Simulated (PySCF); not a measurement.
How well do the runs reproduce experiment for C3H8O2?

**The experiment to reproduce.**

From NIST CCCBDB Release 22 (SRD 101), experimental polarizabilities, for the gas: mean polarisability 7.7 Å³.

The runs below try to reproduce these values; the comparison stands at the end.

Compound: C₃H₈O₂.
SMILES with atom numbers: `[CH3:1][O:2][CH2:3][O:4][CH3:5]` (hydrogens: H6, H7, H8 on C1; H9, H10 on C3; H11, H12, H13 on C5)

Cartesian coordinates in Å at the PBE0-D3(BJ)/def2-SVP level; atoms count from 1:
```xyz
13
C3H8O2 angstrom
C     -1.5512   -0.9804   -0.2868
O     -0.9707   -0.1354    0.6690
C     -0.3280    0.9664    0.1246
O      0.7971    0.6463   -0.6209
C      1.8462    0.1133    0.1413
H     -2.3275   -0.4528   -0.8750
H     -2.0250   -1.8141    0.2488
H     -0.8028   -1.3822   -0.9912
H     -0.0658    1.6116    0.9848
H     -0.9953    1.5172   -0.5656
H      2.2005    0.8357    0.9019
H      1.5478   -0.8129    0.6623
H      2.6746   -0.1126   -0.5436
```

The PySCF runs (gas phase, on this PBE0-D3(BJ)/def2-SVP geometry; no spin–orbit coupling):

```tsv
level	job	basis functions	wall time
CAM-B3LYP/def2-SVPD	10 singlets by full TDDFT, 4 Tamm–Dancoff triplets, polarisability, ΔSCF ions	170	82 s
BHandHLYP/def2-SVPD	10 singlets by full TDDFT, 4 Tamm–Dancoff triplets, polarisability, ΔSCF ions	170	85 s
LC-wPBE/def2-SVPD	10 singlets by full TDDFT, 4 Tamm–Dancoff triplets, polarisability, ΔSCF ions	170	1.7 min
LDA/def2-SVPD	10 singlets by full TDDFT, 4 Tamm–Dancoff triplets, polarisability, ΔSCF ions	170	1.7 min
PBE/def2-SVPD	10 singlets by full TDDFT, 4 Tamm–Dancoff triplets, polarisability, ΔSCF ions	170	2.4 min
PBE0/6-31G*	10 singlets by full TDDFT, 4 Tamm–Dancoff triplets, polarisability	86	7.7 s
PBE0/def2-SVPD	10 singlets by full TDDFT, 4 Tamm–Dancoff triplets, polarisability, ΔSCF ions	170	75 s
PBE0/def2-TZVP	10 singlets by full TDDFT, 4 Tamm–Dancoff triplets, polarisability	203	24 s
wB97X-D/def2-SVPD	10 singlets by full TDDFT, 4 Tamm–Dancoff triplets, polarisability, ΔSCF ions	170	79 s
PBE0/6-31+G*	10 singlets by full TDDFT, 4 Tamm–Dancoff triplets, polarisability	106	9.7 s
PBE0/aug-cc-pVDZ	10 singlets by full TDDFT, 4 Tamm–Dancoff triplets, polarisability	187	19 s
PBE0/def2-TZVPD	10 singlets by full TDDFT, 4 Tamm–Dancoff triplets, polarisability	263	34 s
```

Hardware: one thread, Arm Neoverse V1 (aarch64), on a shared host.

All basis functions are spherical.

## Comparison

**Mean polarisability.** Measured: 7.7 Å³ (NIST CCCBDB Release 22 (SRD 101), experimental polarizabilities).

```csv
level,computed (Å³),computed − measured (Å³),% (from the printed values)
CAM-B3LYP/def2-SVPD,7.24,-0.46,-6
BHandHLYP/def2-SVPD,7.03,-0.67,-9
LC-wPBE/def2-SVPD,7.06,-0.64,-8
LDA/def2-SVPD,7.77,+0.07,+1
PBE/def2-SVPD,7.66,-0.04,-1
PBE0/6-31G*,5.89,-1.81,-24
PBE0/def2-SVPD,7.28,-0.42,-5
PBE0/def2-TZVP,6.96,-0.74,-10
wB97X-D/def2-SVPD,7.21,-0.49,-6
PBE0/6-31+G*,6.69,-1.01,-13
PBE0/aug-cc-pVDZ,7.46,-0.24,-3
PBE0/def2-TZVPD,7.44,-0.26,-3
```

12 of the 15 levels run are shown, the closest and the furthest among them. Closest is PBE/def2-SVPD (-0.04 Å³), furthest PBE0/6-31G* (-1.81 Å³); one molecule doesn't rank methods. The computed values are static and purely electronic, with core orbitals frozen in the response (1 au = 0.148185 Å³). The table of measured values doesn't say here whether a value is static or optical, or holds a vibrational part. The measurement averages over conformers, the calculation has one.

No measured geometry was used, and the causes of the misses weren't examined.
